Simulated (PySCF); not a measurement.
Several orderings of computed values.

All species are isolated and taken at one optimised geometry, non-relativistic unless stated. Electronic properties by PySCF.

The conformers computed, where there is a choice (atom-mapped SMILES and torsion angles):
- `[H]/[N:8]=[CH:7]/[C:6]1=[CH:5][Si@@:3]([C:2]#[CH:1])([F:4])[SiH2:9]1`: C5–C6–C7–N8 180°
- `[CH2:1]=[C:2]([C:3]#[N:4])[C@H:5]([F:6])[C:7]([F:8])([F:9])[F:10]`: C1–C2–C5–F6 27°, C2–C5–C7–F8 -62°
- `[O:1]=[C:2]([CH2:3][CH2:4][F:5])[O:6][SiH3:7]`: O1–C2–C3–C4 0°, C2–C3–C4–F5 180°, O1–C2–O6–Si7 0°
- `[CH2:1]=[CH:2][Si@H:3]([NH2:4])[CH:5]1[CH:6]=[CH:7]1`: C1–C2–Si3–N4 10°, C2–Si3–C5–C6 -24°, H–N4–Si3–C2 -165°, H–N4–Si3–C2 59°
- `[CH3:1][CH2:2][c:3]1[n:4][cH:5][n:6][c:7]([Cl:8])[n:9]1`: C1–C2–C3–N4 -179°
- `[CH2:1]=[CH:2]/[N:3]=[CH:4]/[C:5](=[CH2:6])[SiH3:7]`: C1–C2–N3–C4 180°, N3–C4–C5–C6 180°
- `[F:1][C@@H:2]([SiH3:3])[Si@@H:4]([F:5])[Cl:6]`: F1–C2–Si4–F5 173°

Question: Rank by lowest triplet excitation (Tamm–Dancoff), lowest first (TDA CAM-B3LYP/def2-SVPD at GFN2-xTB geometries).
A. `N` (NH3)
B. `Fc1cccc(F)c1F` (C6H3F3)
C. `[H]/N=C/C1=C[Si@](F)(C#C)[SiH2]1` (C5H6FNSi2)
D. `C=C(C#N)[C@H](F)C(F)(F)F` (C5H3F4N)
E. `O=C(CCF)O[SiH3]` (C3H7FO2Si)

Answer: C (3.52 eV), D (3.72 eV), B (4.13 eV), E (5.44 eV), A (6.46 eV).

Question: By how much do the two ends of that ranking differ?

Answer: By 2.94 eV, between `N` (ammonia) and `[H]/N=C/C1=C[Si@](F)(C#C)[SiH2]1`.

Question: Rank by dipole moment, lowest first (CAM-B3LYP/def2-SVPD at GFN2-xTB geometries).
A. `C1(Cl)=CC(CC1=O)=O` (C5H3ClO2)
B. `CCC1=NC=NC(Cl)=N1` (C5H6ClN3)
C. `C=C[Si@H](N)C1C=C1` (C5H9NSi)
D. `O=C(CCF)O[SiH3]` (C3H7FO2Si)
E. `N` (NH3)
F. `[H]/N=C/C1=C[Si@](F)(C#C)[SiH2]1` (C5H6FNSi2)
G. `C=C(C#N)[C@H](F)C(F)(F)F` (C5H3F4N)
H. `FC1=CC=CC(F)=C1F` (C6H3F3)

Answer: C (0.43 D), A (1.02 D), E (1.55 D), B (1.81 D), D (2.33 D), F (2.50 D), G (2.77 D), H (3.18 D).

Question: Give the two extremes of that set in atomic units.

Answer: `C=C[Si@H](N)C1C=C1`: 0.17 au; `Fc1cccc(F)c1F`: 1.25 au.

Question: Rank by static isotropic polarisability, lowest first (CAM-B3LYP/def2-SVPD at GFN2-xTB geometries).
A. `FC1=CC=CC(F)=C1F` (C6H3F3)
B. `C=C/N=C/C(=C)[SiH3]` (C5H9NSi)
C. `C=C(C#N)[C@@H](C(F)(F)F)F` (C5H3F4N)
D. `C1=C(Cl)C(=O)CC1=O` (C5H3ClO2)
E. `N` (NH3)
F. `[H]/N=C/C1=C[Si@](F)(C#C)[SiH2]1` (C5H6FNSi2)
G. `C=C[Si@H](N)C1C=C1` (C5H9NSi)

Answer: E (13.3 au), C (65.8 au), A (67.9 au), D (77.1 au), G (87.8 au), B (108.0 au), F (117.6 au).

Question: Rank by lowest singlet excitation, lowest first (TDDFT CAM-B3LYP/def2-SVPD at GFN2-xTB geometries).
A. `O=C(CCF)O[SiH3]` (C3H7FO2Si)
B. `C=C/N=C/C(=C)[SiH3]` (C5H9NSi)
C. `N` (NH3)
D. `CCc1ncnc(Cl)n1` (C5H6ClN3)
E. `FC1=CC=CC(F)=C1F` (C6H3F3)
F. `C1(=C[Si@](F)(C#C)[SiH2]1)/C=N/[H]` (C5H6FNSi2)
G. `F[C@H](C(F)(F)F)C(C#N)=C` (C5H3F4N)
H. `O=C1C=C(Cl)C(=O)C1` (C5H3ClO2)

Answer: H (3.36 eV), B (4.32 eV), F (4.47 eV), D (4.87 eV), E (5.51 eV), A (5.95 eV), G (6.36 eV), C (6.92 eV).

Question: Rank by smallest rotational constant, highest first (GFN2-xTB).
A. `[nH]1nnc(C#N)c1`
B. `[C@@H]([SiH3])(F)[Si@H](Cl)F`
C. `C(C#N)([C@H](F)C(F)(F)F)=C`
D. `C=C[Si@H](N)C1C=C1`
E. `[H]/N=C/C1=C[Si@](F)(C#C)[SiH2]1`

Answer: A (1.692 GHz), D (1.347 GHz), B (1.124 GHz), C (0.893 GHz), E (0.624 GHz).

Question: Rank by electronic spatial extent ⟨r²⟩ about the centre of nuclear charge, lowest first (CAM-B3LYP/def2-SVPD at GFN2-xTB geometries).
A. `C=C/N=C/C(=C)[SiH3]` (C5H9NSi)
B. `FC1=CC=CC(F)=C1F` (C6H3F3)
C. `C=C[Si@H](N)C1C=C1` (C5H9NSi)
D. `O=C(CCF)O[SiH3]` (C3H7FO2Si)
E. `CCc1ncnc(Cl)n1` (C5H6ClN3)
F. `N` (NH3)

Answer: F (27 bohr²), C (986 bohr²), B (1034 bohr²), A (1209 bohr²), D (1372 bohr²), E (1472 bohr²).

Question: Give the two extremes of that set in Å².

Answer: `N` (ammonia): 8 Å²; `CCc1ncnc(Cl)n1`: 412 Å².
